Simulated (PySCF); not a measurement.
Give a GFN2-xTB geometry of `C=C1CC(S)C1`.

```
atom  x, y, z in Å
C1     2.119    0.388    0.294
C2     0.862    0.080    0.059
C3    -0.129    0.493   -0.997
C4    -1.124   -0.515   -0.395
S5    -2.747    0.133    0.104
C6    -0.127   -0.836    0.732
H7     2.660   -0.039    1.122
H8     2.658    1.080   -0.331
H9     0.169    0.297   -2.026
H10   -0.448    1.533   -0.922
H11   -1.355   -1.359   -1.043
H12   -2.271    1.124    0.857
H13    0.173   -1.881    0.806
H14   -0.442   -0.498    1.720
```

Any rigid rotation of these coordinates is as good. Atoms count from 1 in this order. The 4-membered ring C2–C3–C4–C6 has internal angles of 88.3° to 92.8° (sum 360°, against 360° for a flat polygon); it is almost planar, 0.03 Å rms from its mean plane, widest ring torsion 4°. The C–C distances run from 1.315 Å (C1=C2, drawn double) to 1.539 Å (C4–C6, drawn single), a spread of 0.224 Å.

Bonds between heavy atoms (Å): C1=C2 1.315, C2–C3 1.506, C3–C4 1.539, C4–S5 1.818, C4–C6 1.539, C2–C6 1.507.

Structure optimised with GFN2-xTB, isolated species.

Point group: Cs (tolerance 0.08 Å). No GFN2-xTB frequencies stand behind this structure, so it isn't proved a minimum. The numbers are those of one conformer (C3–C4–S5–H -52°).

All values are computed, not measured.
